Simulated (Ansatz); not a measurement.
H6N3P (`NP(N)N`), relaxed with RKS PBE-D4/def2-SVP in Ansatz 0.2.0 from a rough embedded geometry. The force threshold is 0.03 eV/Å; the program also tests the step.

Total charge 0; spin multiplicity 1.

Start:

```xyz
10

N    -0.705   -0.729   -1.021
P    -0.567    0.541   -0.043
N     0.935    1.070   -0.535
N    -0.212   -0.083    1.485
H    -1.470   -1.417   -0.735
H     0.145   -1.343   -1.023
H     1.207    1.902    0.093
H     0.860    1.486   -1.427
H     0.701   -0.687    1.404
H    -0.893   -0.740    1.802
```

**Question.** How much energy does the relaxation release, and in how many steps? (Estimate.)

**Answer.** The calculation gave: 92.75 kJ/mol, in 7 steps, 1 of them rejected.

**Question.** Which bonds change most? (Estimate.)

**Answer.** The calculation gave: N1–P2 from 1.609 to 1.729 Å; P2–N3 from 1.666 to 1.761 Å; N4–H9 from 1.099 to 1.029 Å; N3–H7 from 1.078 to 1.028 Å.

**Question.** Give the relaxed structure. (Estimate.)

**Answer.** Ansatz gave: 
```xyz
10

N    -0.678   -0.813   -1.155
P    -0.695    0.446    0.030
N     0.876    1.058   -0.478
N    -0.086   -0.078    1.561
H    -1.535   -1.370   -1.218
H     0.166   -1.399   -1.204
H     1.162    1.832    0.135
H     0.816    1.422   -1.438
H     0.763   -0.660    1.554
H    -0.790   -0.439    2.212
```
